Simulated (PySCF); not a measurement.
# Relaxation of doublet AlO2

All numbers come from UPBE0 in PySCF with Al def2-TZVP, O def2-TZVP; no relativity; density-fitted integrals. A (50,194) grid was used.

A hand-made linear start, of D∞h symmetry, held to at least that symmetry:

Coordinates in bohr (charge 0 multiplicity 2):
```
Al    0.0000    0.0000    0.0000
O     0.0000    0.0000    3.2125
O     0.0000    0.0000   -3.2125
```

At each step, columns x, y, z (Å) and Fx, Fy, Fz (eV/Å):

```
step 0  E − E(last) = 9.32 kJ/mol
Al   0.000   0.000   0.000   0.000   0.000   0.000
O    0.000   0.000   1.700   0.000   0.000  -1.705
O    0.000   0.000  -1.700   0.000   0.000   1.705
step 1  E − E(last) = 0.12 kJ/mol
Al   0.000   0.000   0.000   0.000   0.000   0.000
O    0.000   0.000   1.640   0.000   0.000   0.213
O    0.000   0.000  -1.640   0.000   0.000  -0.213
step 2  E − E(last) = 0.00 kJ/mol
Al   0.000   0.000   0.000   0.000   0.000   0.001
O    0.000   0.000   1.647   0.000   0.000  -0.033
O    0.000   0.000  -1.647   0.000   0.000   0.032
step 3  E − E(last) = 0.00 kJ/mol
Al   0.000   0.000   0.000   0.000   0.000   0.000
O    0.000   0.000   1.646   0.000   0.000  -0.001
O    0.000   0.000  -1.646   0.000   0.000   0.001
```

It ends at D∞h with Al–O 1.646 Å (×2); O–Al–O 180.0°. No frequency check is given, so it may be a saddle point. Other isomers or separated fragments may lie lower.
